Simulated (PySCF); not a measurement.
Saddle point of C₂H₃N, singlet (C₂H₃N (CC#N) → C₂H₃N ([C][N][CH3]); bonds formed: C1–N3; bonds broken: C1–C2), PBE0-D4/def2-TZVP structure:

C1  (-0.261, 0.089, 0.285)
C2  (0.449, 0.070, -1.312)
N3  (1.164, -0.575, -0.617)
H4  (-0.281, 1.161, 0.448)
H5  (-1.232, -0.330, 0.044)
H6  (0.161, -0.415, 1.152)
(Å)

Energies are electronic, without zero-point energy. Barriers and step energies count from the start structure reached by relaxing down the imaginary mode; all methods use the PBE0-D4 structures, on which another method's saddle can fall below an end. Computed with PySCF 2.14 with density fitting (its default auxiliary sets; JK sets also for MP2 and CCSD(T)) (basis: def2-TZVPP, with def2-QZVPP for the basis limit); correlated methods freeze the cores. B3LYP uses VWN-RPA correlation. Extrapolation: Hartree–Fock as exp(−7.88 √X), correlation as X^−2.97.

```csv
method,barrier (eV),step energy (eV)
SPW92,?,1.065
PBE-D4,2.745,1.078
r2SCAN-D4,2.774,1.075
PBE0-D4,?,1.044
B3LYP-D4,?,1.014
BHLYP-D4,2.829,0.967
wB97M-V,2.653,0.978
HF,2.782,0.859
MP2,2.948,1.171
CCSD,2.830,1.038
CCSD(T),2.782,1.052
```

Problem. Fill in the withheld barriers. (Judge from chemistry; the value comes from the calculation.)

Solution. By the calculation: SPW92 2.835; PBE0-D4 2.791; B3LYP-D4 2.795 eV. Each is the energy of the saddle less that of the start structure, by the same method.

For comparison, the barrier by CCSD(T) at an estimated basis limit (MP2 extrapolated from triple and quadruple zeta, plus CCSD(T) − MP2 in triple zeta) is 2.787 eV.

The T1 diagnostic stays at or below 0.019.

Labels in which every atom is bracketed show which atoms are joined, not bond orders.

For scale, one of the runs: CCSD(T)/def2-TZVPP, 135 basis functions, launched by `OMP_NUM_THREADS=4 python run.py`. The run took 57 s on 4 CPU threads of an Arm Neoverse V1 (shared host), with 0.71 GiB of host memory at its peak.
